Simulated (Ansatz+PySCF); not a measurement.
# doublet C₃H₈(+): levels of theory in one basis

```tsv
atom	x (Å)	y (Å)	z (Å)
C	0.0045	0.0085	0.5905
C	0.0001	1.2602	-0.2677
C	0.0064	-1.2600	-0.2638
H	-0.8736	0.0011	1.2541
H	0.8717	0.0042	1.2373
H	-0.0031	2.1713	0.3541
H	-0.0043	-2.1672	0.3531
H	0.8806	1.3050	-0.8949
H	-0.8882	1.2976	-0.9103
H	-0.8904	-1.2975	-0.9016
H	0.8891	-1.2959	-0.9049
```

Basis set: cc-pVTZ (spherical functions). Correlated methods keep 3 orbitals frozen. Correlation on ROHF uses semicanonical orbitals with singles. Charge 1, multiplicity 2.

Computed with Ansatz (development build ahead of 0.2.0); each method stands on the lowest determinant of its kind that the runs found.

| method | E − E(ROHF) (eV) | <S²> of the determinant |
| --- | --- | --- |
| ROHF | 0.00 | 0.75 |
| UHF | -0.15 | 0.77 |
| ROHF-MP2 | -13.93 | – |
| UHF-MP2 | -13.96 | 0.77 |

Is a single determinant a sound starting point here?

Only with care. Unrestricted orbitals gain 0.15 eV and <S²> is 0.77 against 0.75 for a pure state, but several determinants compete.

Caution for ROHF-MP2, UHF-MP2: MP2 on this radical cation hangs on the determinant chosen. Caution for ROHF-MP2: another reference gives a lower total.
